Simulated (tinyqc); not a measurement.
Inside a calculation. Method: CIS and TDHF on RHF in the sto-3g basis, frozen core, for H2O, spin multiplicity 1. One step of it, computed by the program tinyqc.

Problem. TDHF (RPA) triplet states. B(ia,jb) = - (ib|ja); the squared energies are the eigenvalues of (A - B)(A + B); 1 hartree = 27.211386 eV.

CIS matrix A, triplet (hartree), lower triangle:
```
           2>6        2>7        3>6        3>7       4>6       4>7       5>6       5>7
2>6   1.060268
2>7   0.000000   1.157830
3>6   0.000000  -0.085000   0.443817
3>7  -0.085000   0.000000   0.000000   0.527089
4>6  -0.047164   0.000000   0.000000  -0.063988  0.336065
4>7   0.000000   0.019804  -0.063988   0.000000  0.000000  0.417339
5>6   0.000000   0.000000   0.000000   0.000000  0.000000  0.000000  0.262377
5>7   0.000000   0.000000   0.000000   0.000000  0.000000  0.000000  0.000000  0.344232
```

Two-electron integrals over orbitals (pq|rs), unique and non-zero (hartree); the lowest 1 orbital is frozen and left out:
```
(22|22) 0.724160    (32|32) 0.128556    (33|22) 0.609404    (33|33) 0.586487
(42|22) -0.027210   (42|33) 0.004011    (42|42) 0.130126    (43|32) 0.029156
(43|43) 0.056499    (44|22) 0.660508    (44|33) 0.560882    (44|42) -0.093005
(44|44) 0.697059    (52|52) 0.151371    (53|53) 0.025925    (54|52) -0.042915
(54|54) 0.047337    (55|22) 0.756003    (55|33) 0.596259    (55|42) -0.079660
(55|44) 0.688049    (55|55) 0.880159    (62|22) 0.128831    (62|33) 0.063348
(62|42) 0.034029    (62|44) 0.061937    (62|55) 0.138822    (62|62) 0.093397
(63|32) -0.038518   (63|43) -0.039873   (63|63) 0.077479    (64|22) 0.131084
(64|33) 0.048333    (64|42) -0.047665   (64|44) 0.132659    (64|55) 0.152473
(64|62) 0.060424    (64|64) 0.099408    (65|52) 0.050584    (65|54) 0.006303
(65|65) 0.033787    (66|22) 0.587449    (66|33) 0.543558    (66|42) 0.047164
(66|44) 0.540267    (66|55) 0.572867    (66|62) 0.089271    (66|64) 0.053213
(66|66) 0.575320    (72|32) 0.056511    (72|43) -0.028860   (72|63) 0.028811
(72|72) 0.069326    (73|22) 0.168693    (73|33) 0.088259    (73|42) -0.075818
(73|44) 0.142693    (73|55) 0.204748    (73|62) 0.067477    (73|64) 0.102694
(73|66) 0.044720    (73|73) 0.160102    (74|32) -0.070893   (74|43) -0.014991
(74|63) 0.056295    (74|72) -0.017474   (74|74) 0.070494    (75|53) 0.023935
(75|75) 0.025365    (76|32) 0.085000    (76|43) 0.063988    (76|63) -0.068686
(76|72) -0.002765   (76|74) -0.060366   (76|76) 0.112987    (77|22) 0.607425
(77|33) 0.577824    (77|42) -0.019804   (77|44) 0.576531    (77|55) 0.608550
(77|62) 0.060424    (77|64) 0.053311    (77|66) 0.545491    (77|73) 0.098492
(77|77) 0.593895
```

Give: TDHF matrix B, triplet; squared energies w^2; TDHF energies from the positive w^2.

Solution.

TDHF matrix B, triplet (hartree), lower triangle:
```
         2>6      2>7      3>6      3>7      4>6      4>7      5>6      5>7
2>6  -0.0934
2>7   0.0000  -0.0693
3>6   0.0000  -0.0675  -0.0775
3>7  -0.0288   0.0000   0.0000  -0.1601
4>6  -0.0604   0.0000   0.0000  -0.0563  -0.0994
4>7   0.0000   0.0175  -0.1027   0.0000   0.0000  -0.0705
5>6   0.0000   0.0000   0.0000   0.0000   0.0000   0.0000  -0.0338
5>7   0.0000   0.0000   0.0000   0.0000   0.0000   0.0000   0.0000  -0.0254
```

squared energies w^2 (hartree^2): 0.0662  0.0677  0.0993  0.1179  0.2336  0.2707  1.1456  1.3557

TDHF energies from the positive w^2 (eV): 7.0014  7.0802  8.5742  9.3416  13.1508  14.1565  29.1254  31.6835
